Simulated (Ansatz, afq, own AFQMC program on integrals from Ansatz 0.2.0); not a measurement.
# As⁺, quintet in aug-cc-pVDZ, levels against full CI

A free As cation.

Basis aug-cc-pVDZ. Only valence electrons are correlated. AFQMC by an in-house program on the Cholesky factors that Ansatz 0.2.0 writes for its CCSD(T) run. The CISD trial takes its coefficients from CCSD amplitudes. Released means that phaseless walkers are propagated on without the constraint, phases kept. Error bars are statistical, one sigma. No spin–orbit coupling.

Determinant: UHF, the one that the program's search chose, which needn't be the lowest solution.

Full CI on the same integrals is exact in this basis and with this determinant's frozen core.

Cautions: no relativity below Rb; no spin-orbit coupling; inner d shell frozen; another spin lies lower (by 5.59 eV).

* T1 diagnostic: 0.0019
* weight of the determinant in the CISD state: 0.986
* ⟨S²⟩ of the determinant: 6.002
* size of the correlated space: 4 electrons in 22 orbitals

Reference: full CI, correlation energy -0.541 eV. The released energy is read at 2.40 1/Eh (meV from the phaseless value at times in 1/Eh: -0.12 ± 0.12 at 0.24, -0.08 ± 0.13 at 0.51, -0.28 ± 0.10 at 0.99, -0.20 ± 0.13 at 1.62, 0.03 ± 0.09 at 2.40).

```csv
level,E − E(reference) (mEh),share of correlation (%)
HF,19.88,0.00
MP2,5.28,73.43
CCSD,0.09,99.53
CCSD(T),0.03,99.87
CCSDT,0.00,100.00
CCSDT(Q),0.00,100.00
ph-AFQMC/CISD,0.00 ± 0.006,99.98
released AFQMC,0.01 ± 0.003,99.97
```

CCSDT and higher add their correlation energy to the determinant of the CCSD(T) run, since their own runs factorise the integrals more tightly (a shift of under 2 meV). A walk keeps the symmetry of its determinant, which the program's search chose and which needn't be the lowest solution, so a lower state of the same spin and another symmetry isn't excluded. Released energies are given only where the last usable release times agree within the noise; a slower fall can still hide under it.
